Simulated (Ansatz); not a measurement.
Cost and result for the atomization energy of C3H5NS (`C=C/N=C/S`) (10 atoms, 9 bonds).

```
atom   x (Å)   y (Å)   z (Å)
  C1  -0.483  -0.047   2.141
  C2  -0.527   0.109   0.821
  N3   0.554  -0.206   0.011
  C4   0.429  -0.029  -1.236
  S5   1.749  -0.405  -2.308
  H6   0.411  -0.429   2.619
  H7  -1.335   0.204   2.758
  H8  -1.429   0.495   0.337
  H9  -0.481   0.358  -1.710
 H10   1.111  -0.051  -3.433
```

Charge 0, multiplicity 1. The geometry is a stationary point of PBE0-D4/def2-TZVP. It is one conformer, not always the lowest. Program: Ansatz. All runs use 4 threads of an Arm Neoverse V2 on a shared host. Times are those of one run each, without the atoms' runs, and a repeat can differ threefold. Electronic energies, without spin–orbit coupling; frozen cores. CCSD(T)/CBS adds CCSD(T) − MP2 in def2-TZVPP to the MP2 limit, and its time is that of the two runs behind it. T1 = 0.013; the RHF reference is unstable towards UHF. HSE06 is the plane-wave form, built on full-range PBE exchange.

CCSD(T)/CBS is a level of theory with its own doubt, some kJ/mol a heavy atom from the limit and from the frozen cores, so smaller differences don't rank the functionals.

```csv
level,functions,wall time,atomization (kcal/mol),difference from CCSD(T)/CBS,per bond
LDA (SPW92)/def2-TZVPP,236,0.9 s,1106.4,162.5,18.1
BLYP-D4/def2-TZVPP,236,1.5 s,958.1,14.2,1.6
PBE0-D4/def2-TZVPP,236,1.9 s,958.1,14.2,1.6
HSE06-D4/def2-TZVPP,236,2.1 s,959.1,15.2,1.7
CAM-B3LYP-D4/def2-TZVPP,236,2.2 s,950.9,7.0,0.8
CCSD(T)/def2-SVP,99,3 s,894.1,-49.8,-5.5
r2SCAN-D4/def2-TZVPP (with forces),236,3.3 s,951.5,7.6,0.8
PBE-QIDH/def2-TZVPP,236,4 s,941.6,-2.3,-0.3
B2PLYP/def2-TZVPP,236,4.1 s,939.2,-4.7,-0.5
ωB97X-V/def2-TZVPP,236,4.9 s,948.4,4.5,0.5
MP2/def2-QZVPP,448,16 s,951.9,8.0,0.9
CCSD(T)/def2-TZVPP,236,81 s,916.8,-27.1,-3.0
CCSD(T)/CBS(def2),–,96 s,943.9,0.0,0.0
```

From PBE to PBE0 (25 % exact exchange), in def2-TZVPP and without D4, the atomization energy moves by −26.4 kcal/mol: exact exchange takes away binding that semilocal exchange gives to molecules. At CCSD(T), def2-SVP lies −49.8 kcal/mol from the extrapolated value and def2-TZVPP −27.2 kcal/mol: correlation converges slowly with the basis, and small sets miss more of it in the bonded molecule than in its fragments. Leaving LDA and LC-ωPBE aside and taking each functional with its dispersion term where it has one, the values, not all of them listed here, spread over 72.0 kcal/mol, from BHLYP-D4 to PBE-D4. LDA lies +125.9 kcal/mol from PBE without D4, its usual overbinding.
